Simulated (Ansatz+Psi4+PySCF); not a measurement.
# doublet Cl2(+): levels of theory in one basis

```xyz
2

Cl    0.0000    0.0000    1.0075
Cl    0.0000    0.0000   -1.0075
```

Basis set: cc-pV(T+d)Z (spherical functions). Frozen core: 10 orbitals. Correlation on ROHF uses semicanonical orbitals with singles. Charge 1, multiplicity 2.

Computed with Ansatz (development build ahead of 0.2.0); each method stands on the lowest determinant of its kind that the runs found.

```json
{"method": "ROHF", "E − E(ROHF) (eV)": "0.00", "<S²> of the determinant": "0.75"}
{"method": "UHF", "E − E(ROHF) (eV)": "-0.20", "<S²> of the determinant": "0.77"}
{"method": "ROHF-MP2", "E − E(ROHF) (eV)": "-9.85", "<S²> of the determinant": "–"}
{"method": "UHF-MP2", "E − E(ROHF) (eV)": "-9.86", "<S²> of the determinant": "0.77"}
{"method": "ROHF-CCSD", "E − E(ROHF) (eV)": "-11.01", "<S²> of the determinant": "–"}
{"method": "UHF-CCSD", "E − E(ROHF) (eV)": "-11.02", "<S²> of the determinant": "0.77"}
{"method": "ROHF-CCSD(T)", "E − E(ROHF) (eV)": "-11.59", "<S²> of the determinant": "–"}
{"method": "UHF-CCSD(T)", "E − E(ROHF) (eV)": "-11.59", "<S²> of the determinant": "0.77"}
```

**Question.** Is a single determinant a sound starting point here?

**Answer.** It is doubtful. Unrestricted orbitals gain 0.20 eV with <S²> 0.77 against 0.75 for a pure state, but the cluster amplitudes or the share of triples are large.

Caution: the determinant breaks the point group. Caution for ROHF-MP2, UHF-MP2, ROHF-CCSD, UHF-CCSD, ROHF-CCSD(T), UHF-CCSD(T): large amplitudes, a single reference is doubtful. Caution for ROHF-MP2, UHF-MP2: MP2 on this radical cation hangs on the determinant chosen; another reference gives a lower total.
